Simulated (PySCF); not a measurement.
```xyz
4
charge 0 multiplicity 3, angstrom
Al    1.2962    0.0000    0.0000
Al   -1.2962    0.0000    0.0000
H     0.0000    1.1739    0.0000
H     0.0000   -1.1739    0.0000
```

Computed with UPBE0/[Al def2-TZVP, H def2-TZVP], no relativity, density fitting, PySCF.

This geometry of Al₂H₂ is a stationary point at this level.

Q: What is the point group?

A: D2h.

Q: Is it a minimum?

A: Yes: all harmonic wavenumbers are real.

Q: List the harmonic modes with their infrared intensities.

A: 
| symmetry | ω (cm⁻¹) | IR (km/mol) |
| --- | --- | --- |
| b3u | 171 | 6.4 |
| ag | 391 | 0.0 |
| b1u | 742 | 265 |
| b2u | 1288 | 90.8 |
| b3g | 1355 | 0.0 |
| ag | 1514 | 0.0 |

Q: What is the atomisation energy, with and without zero-point energy?

A: 672 kJ/mol without, 639 kJ/mol with.

In D2h the vibrations span b3u + 2ag + b1u + b2u + b3g. The ag, b3g modes carry no infrared intensity, as symmetry demands. With a centre of inversion only u modes can be infrared active and only g modes Raman active.

This need not be the most stable arrangement of these atoms. At this level a singlet minimum of D2h symmetry lies 52 kJ/mol below this structure.
